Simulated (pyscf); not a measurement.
Thermochemistry of product channels of •H₂C–CH₃ (SMILES [CH2]C) on the doublet surface, in kcal/mol, from ωB97M-D3(BJ)/def2-TZVP energies (ideal gas, 1 atm, RRHO with modes under 100 cm⁻¹ raised to 100, one conformer, R ln 2 for rigid chiral ones). Structures and frequencies: ωB97X-D3(BJ)/def2-SVP in PySCF.

```tsv
products	ΔE	ΔH(298 K)	ΔG(900 K)	ΔG(1200 K)
•HC=CH₂ (SMILES [CH]=C) + H₂ (SMILES [H][H])	+50.3	+43.9	+19.5	+11.0
H₂C=CH₂ (SMILES C=C) + H• (SMILES [H])	+40.6	+36.3	+19.1	+13.0
```

These are energies of the channels, which say nothing of barriers.
